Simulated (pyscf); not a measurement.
Structures and frequencies: ωB97X-D3(BJ)/def2-SVP in PySCF.

Question: Estimate the classical barrier height and the reaction energy of Cl–Ge:–Cl [singlet] + HCl + H₂ -> Cl–GeH(Cl)–Cl + H₂ at ωB97X-D3(BJ)/def2-TZVP. The step runs on the singlet surface, breaks Cl–H, H–H and forms Cl–Ge, Ge–H, H–H; take the separated reactants as zero.

Answer: ΔE‡ = 116.7 kJ/mol, ΔE = -133.7 kJ/mol. ωB97M-D3(BJ)/def2-TZVP gives 135.0 kJ/mol and -104.7 kJ/mol. Zero-point energy shifts the barrier by +14.6 kJ/mol. It is a multi-bond step, with an imaginary mode of 1509i cm⁻¹. On the reactant side the descent ends in a complex (not fully relaxed), 30.0 kJ/mol under the separated species and 146.7 kJ/mol under the saddle at ωB97X-D3(BJ)/def2-TZVP. One saddle was located; it need not be the lowest between these sides. Elements up to Kr have no core potential and no relativistic terms here.
